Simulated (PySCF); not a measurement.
Gas-phase XPS of `CPC(C)=O`, computed

Compound: C3H7OP.
Numbering: `[CH3:1][PH:2][C:3]([CH3:4])=[O:5]`

Method: delta-SCF UKS SCAN, pcX-2 on the ionised atom, pcseg-1 elsewhere, spin-free X2C (PySCF). Each binding energy is the total energy of the core-ionised species, with the hole localised on one atom, minus that of the ground state; both are solved self-consistently, so orbital relaxation is included.

Problem. Give the core binding energies atom by atom.

Solution. 
| atom(s) | bonded to | level | binding energy (eV) | 2p1/2 (eV) | above the level's lowest (eV) | count |
| --- | --- | --- | --- | --- | --- | --- |
| P2 | 2 C and H | P 2p3/2 | 136.41 | 137.30 | 0.00 | 1 |
| C1 | 3 H and P | C 1s | 290.94 | – | 0.00 | 1 |
| C4 | C and 3 H | C 1s | 291.08 | – | +0.14 | 1 |
| C3 | O (double bond), C and P | C 1s | 293.04 | – | +2.10 | 1 |
| O5 | C (double bond) | O 1s | 537.47 | – | 0.00 | 1 |
| P2 | 2 C and H | P 1s | 2149.94 | – | 0.00 | 1 |

The listed C 1s values span 2.10 eV, from C1 (bonded to 3 H and P) to C3 (bonded to O (double bond), C and P). The widest gap between neighbouring values is 1.96 eV, between 291.08 and 293.04 eV.

Problem. Express the binding energy of C 1s of C3 in atomic units and per mole.

Solution. 293.04 eV = 10.7690 Eh = 28274 kJ/mol.

The 2p values add to the ΔSCF energy of one spin-free hole a correction within the shell (spin–orbit coupling, ligand field). 2p1/2 minus 2p3/2 (ligand field included): P 0.89 eV. One conformer (not necessarily the lowest) at the GFN2-xTB geometry, without solvent, vibrations or thermal averaging.

Conformer computed: `[CH3:1][PH:2][C:3]([CH3:4])=[O:5]`: C1–P2–C3–C4 57°.
